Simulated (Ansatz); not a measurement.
Basis-set extrapolation for C$_{3}$H$_{2}$O (`C1=COC=1`) (PBE0-D4/def2-TZVP geometry, frozen core, the Gaussian-basis code of Ansatz). Multiplicity 1, RHF reference.

```
                      def2-TZVPP   def2-QZVPP
                 HF  -189.386097  -189.394528
    MP2 correlation    -0.713856    -0.761666
CCSD(T) correlation    -0.757050      not run
```

Energies in hartree. Use E(X) = E(∞) + A·exp(−7.88·√X) for Hartree–Fock and E(X) = E(∞) + B·X^(−2.97) for correlation, with X = 3 and 4, and add CCSD(T) minus MP2 of the smaller set to the MP2 limit.

Question: What is the CCSD(T) energy at the basis-set limit?

Answer: HF limit: -189.394528 + (-0.008431) × 0.13774 = -189.39569. MP2 limit: -0.761666 + (-0.047810) × 0.74074 = -0.79708. Higher-order term: -0.757050 − (-0.713856) = -0.04319. Total: -190.23596 hartree, 58.2 kcal/mol below CCSD(T)/def2-TZVPP.
